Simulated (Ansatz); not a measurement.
This script makes the interaction energy of a dimer with the counterpoise correction of CH₄OS, SMILES OCS with Ansatz 0.2.0 through its Python package.

`ch4os.py`:
```python
'''Interaction energy of two CH4OS molecules, with the counterpoise correction.'''

import ansatz as az

FIRST = [
    ('O', (-0.7703, -0.814, -0.3479)),
    ('C', (-0.0515, 0.3878, -0.1084)),
    ('S', (1.6236, -0.0505, 0.2431)),
    ('H', (-1.6247, -0.4528, -0.6392)),
    ('H', (-0.0743, 1.0357, -1.0024)),
    ('H', (-0.478, 0.9349, 0.7464)),
    ('H', (1.3755, -1.0412, 1.1082)),
]
SECOND = [
    ('O', (4.7206, 2.2096, -2.0033)),
    ('C', (3.3034, 2.1381, -1.9343)),
    ('S', (2.7691, 3.276, -0.6927)),
    ('H', (4.8876, 1.6465, -2.7781)),
    ('H', (2.8551, 2.4242, -2.9021)),
    ('H', (2.9755, 1.121, -1.6698)),
    ('H', (3.652, 2.9397, 0.2553)),
]

def energy(atoms, ghosts=()):
    molecule = az.Crystal.molecule()
    for symbol, xyz in atoms:
        molecule = molecule.atom(symbol, xyz)
    calc = (
        molecule.calculation()
        .basis(gaussian='def2-SVPD')
        .functional('hf')  # exchange and correlation
        .scf(lower_state_search='off')  # control of the self-consistency loop
    )
    deck = calc.input()
    if ghosts:
        deck = deck.set(az.key.basis.gaussian.ghost_atoms, [{'symbol': s, 'position_ang': list(xyz)} for s, xyz in ghosts])
    return az.Session.from_dict(deck).plan().execute().report['free_energy_ev']


def main() -> None:
    # monomers in their own basis and in the basis of the dimer
    both = energy(FIRST + SECOND)
    alone = energy(FIRST) + energy(SECOND)
    ghosted = energy(FIRST, SECOND) + energy(SECOND, FIRST)
    print(f'dimer {both:.6f} eV')
    print(f'interaction, uncorrected   {96.485332 * (both - alone):8.3f} kJ/mol')
    print(f'interaction, counterpoise  {96.485332 * (both - ghosted):8.3f} kJ/mol')
    print(f'basis-set superposition    {96.485332 * (alone - ghosted):8.3f} kJ/mol')


if __name__ == '__main__':
    main()
```

How large is the interaction at this pose, and how much of it is basis-set superposition?

Uncorrected it is 6.020 kJ/mol, with the counterpoise correction 10.197 kJ/mol; the difference, 4.18 kJ/mol, is the superposition error. In this basis both values are repulsive.

The run itself:

```console
$ python ch4os.py
dimer -27884.367892 eV
interaction, uncorrected      6.020 kJ/mol
interaction, counterpoise    10.197 kJ/mol
basis-set superposition       4.176 kJ/mol
```

The settings weren't tested for convergence. The dimer is a generated trial pose of unrelaxed monomers, not a minimum, so the figure is no binding energy, and the basis set is small. Hartree-Fock leaves correlation out, so bond, atomisation and ionisation energies come out well too low. This level lacks the dispersion part of the attraction (electrostatics and induction are there), which can decide the sign where the interaction is weak. Hardware and time: 11 s on 1 thread of Arm Neoverse V2, with other jobs on the host, peak memory 0.55 GiB.

(Lines on the test bed's own set-up are left out of the output.)
